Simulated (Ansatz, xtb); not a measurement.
## Two isomers of C5H9F

Structure X is `CC1(F)CCC1`, a singlet and structure Y is `C[C@@H]1CC[C@H]1F`, a singlet. Both are isolated molecules in the gas phase, relaxed with B3LYP-D3(BJ)/def2-SVP.

X (Å):

```xyz
15

C    -0.3759   -0.5666   -0.3607
C    -0.7571    0.6392   -1.1947
C     0.3684    1.2105   -2.0844
C     0.5868    2.3198   -1.0232
C    -0.8066    1.9815   -0.4327
F    -1.9246    0.3342   -1.8829
H    -0.2115   -1.4403   -1.0103
H    -1.1807   -0.8044    0.3519
H     0.5475   -0.3750    0.2068
H    -0.0642    1.6094   -3.0135
H     1.2088    0.5437   -2.3309
H     0.7349    3.3432   -1.3955
H     1.4062    2.0809   -0.3287
H    -0.9199    1.9405    0.6614
H    -1.5983    2.6160   -0.8570
```

Y (Å):

```xyz
15

C    -1.5437    0.3169    0.1105
C    -0.7606    0.8066   -1.0932
C     0.6487    0.2295   -1.4057
C     1.0873    1.6456   -1.8623
C    -0.1008    2.1961   -1.0618
F    -0.8092    3.2390   -1.6163
H    -1.8629   -0.7301   -0.0169
H    -2.4479    0.9268    0.2695
H    -0.9337    0.3712    1.0278
H    -1.3789    0.7618   -2.0059
H     0.7106   -0.5847   -2.1418
H     1.1674   -0.0880   -0.4872
H     2.0967    1.9985   -1.6062
H     0.9105    1.7964   -2.9381
H     0.1850    2.4898   -0.0355
```

Quicker runs give these differences E(Y) − E(X): GFN2-xTB +0.056 eV; HF/STO-3G +0.067 eV (at GFN2-xTB geometries); r2SCAN-D4/def2-SVP +0.158 eV (at GFN2-xTB geometries).

Problem. Estimate E(Y) − E(X) at the level CCSD(T)/def2-SVP + ΔMP2/def2-TZVPP.

Solution. Calculated at CCSD(T)/def2-SVP + ΔMP2/def2-TZVPP: E(Y) − E(X) = +0.120 eV, so structure X lies lower.

Level by level:

```tsv
level	geometry	E(Y) − E(X) (eV)	departure from the last row (eV)	job, with rough time for the two
GFN2-xTB	GFN2-xTB	+0.056	−0.064	optimisation, 0.17 s
HF/STO-3G	GFN2-xTB	+0.067	−0.053	single point, 0.4 s
r2SCAN-D4/def2-SVP	GFN2-xTB	+0.158	+0.038	single point, 5.5 s
B3LYP-D3(BJ)/def2-SVP	B3LYP-D3(BJ)/def2-SVP	+0.111	−0.009	optimisation, 50 s
HF/def2-SVP	B3LYP-D3(BJ)/def2-SVP	+0.090	−0.030	part of the CCSD(T) run
MP2/def2-SVP	B3LYP-D3(BJ)/def2-SVP	+0.110	−0.009	part of the CCSD(T) run
CCSD(T)/def2-SVP	B3LYP-D3(BJ)/def2-SVP	+0.111	−0.009	single point
CCSD(T)/def2-SVP + ΔMP2/def2-TZVPP	B3LYP-D3(BJ)/def2-SVP	+0.120		single point, 86 s
```

As drawn, both hold the same kinds of bond in the same numbers.

The levels shown agree on the order. The largest departure from CCSD(T)/def2-SVP + ΔMP2/def2-TZVPP is that of GFN2-xTB, 0.064 eV. The last row adds to CCSD(T) the change of the MP2 difference between the two basis sets, here +0.009 eV.

With thermal terms from frequencies at re-optimised GFN2-xTB minima (ideal gas, soft modes damped towards free rotors, one conformer each, 298.15 K, 1 atm): on the last row, ΔE + ΔZPE = +0.131, ΔH = +0.131, ΔG = +0.124 eV.

The correlated steps freeze 6 core orbitals. Mirror images aren't counted in ΔG. Programs: Ansatz 0.2.0, xtb 6.7.1; the last row on 2 threads of Arm Neoverse V2 on a shared host.
